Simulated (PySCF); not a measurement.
An element was calculated at UHF (PySCF 2.14, non-relativistic, a triple-zeta basis, no spin-orbit coupling), in the ground configurations that NIST lists.

* first ionisation energy: 15.645 eV
* second ionisation energy: 33.437 eV
* third ionisation energy: 62.291 eV

Which element is it?

Fluorine (F, Z = 9), in 6-31G*. NIST lists 17.423, 34.971, 62.708 eV for these ionisation energies.
